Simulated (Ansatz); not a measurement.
## SiO2 (P6_522)

All numbers below come from DFT r2SCAN, scalar-relativistic, plane waves, PAW in Ansatz 0.2.0.

Plane waves to 500 eV, a k mesh through Γ of 6×6×4 on the computed 18-atom cell and Gaussian smearing (0.02 eV); no spin polarisation.

The structure is relaxed at this level of theory with its symmetry kept. This form isn't the usual stable structure of the compound.

```cif
data_structure
_symmetry_space_group_name_H-M 'P6_522'
_symmetry_Int_Tables_number 179
_cell_length_a 7.2981
_cell_length_b 7.2981
_cell_length_c 7.0159
_cell_angle_alpha 90.000
_cell_angle_beta 90.000
_cell_angle_gamma 120.000
_cell_volume 323.62
loop_
_atom_site_label
_atom_site_type_symbol
_atom_site_symmetry_multiplicity
_atom_site_Wyckoff_symbol
_atom_site_fract_x
_atom_site_fract_y
_atom_site_fract_z
_atom_site_occupancy
Si1 Si 6 b 0.53367 0.76684 0.41667 1
O1 O 6 b 0.61253 0.38747 0.08333 1
O2 O 6 a 0.00000 0.68289 0.16667 1
```

(1) Formation energy from the elements' standard states (uncorrected)?

(2) Generalised Kohn–Sham band gap?

(3) Löwdin character of the top 1 eV of the valence band?

(4) Electron masses at the edge by Cartesian direction of the standard setting (m_e; degenerate bands sorted by energy; no spin-orbit coupling)?

(5) Hole masses at the edge by Cartesian direction of the standard setting (m_e; degenerate bands sorted by energy; no spin-orbit coupling)?

(6) Bulk modulus?

(7) Its pressure derivative?

(8) Electronic dielectric constant xx, yy, zz of the standard setting (independent particles)?

## Answers

(1) -3.001 eV/atom.

(2) 6.37 eV, indirect from (0.333, 0.333, 0.396) to Γ.

(3) O 2p 97 %.

(4) x: 0.63; y: 0.63; z: 0.61.

(5) x: 5.7; y: 5.7; z: 6.2.

(6) 131 GPa.

(7) 2.7.

(8) 2.0, 2.0, 2.0.

Cost: 12 runs of about 97 core-minutes in all, on Oxide Virtual Turin-like Processor (Zen 5) (shared hosts).